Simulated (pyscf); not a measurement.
Single points on ωB97X-D3(BJ)/def2-SVP structures (PySCF, gas phase).

Problem. `[ClH]` + `[NH2][Sn]([Cl])([Cl])[Cl]` → `[Cl][Sn]([Cl])([Cl])[Cl]` + `[NH3]`
Surface: singlet. Broken: Cl–H, N–Sn. Formed: Cl–Sn, H–N. Give ΔE‡ and ΔE from ωB97M-D3(BJ)/def2-TZVP, relative to the separated reactants.

Solution. ΔE‡ = -0.2 kcal/mol, ΔE = -17.4 kcal/mol. Zero-point energy shifts the barrier by +1.1 kcal/mol. It is a four-centre exchange, with an imaginary mode of 301i cm⁻¹. On the reactant side the descent ends in a complex, 5.9 kcal/mol under the separated species and 3.2 kcal/mol under the saddle at ωB97X-D3(BJ)/def2-TZVP. On the product side the descent ends in an adduct with a N–Sn contact (not fully relaxed), 11.2 kcal/mol under the separated species and 27.7 kcal/mol under the saddle at ωB97X-D3(BJ)/def2-TZVP. At ωB97M-D3(BJ) the saddle lies under the separated reactants, which points to a path from their complex (located at ωB97X-D3(BJ) alone). What is counted as broken (N–Sn) persists as a longer contact in the product adduct; parting that adduct is a step of its own. At ωB97X-D3(BJ)/def2-TZVP the barrier from the zero used here is -2.7 kcal/mol. One saddle was located; it need not be the lowest between these sides. Elements past Kr carry the def2 core potentials, without spin-orbit coupling.
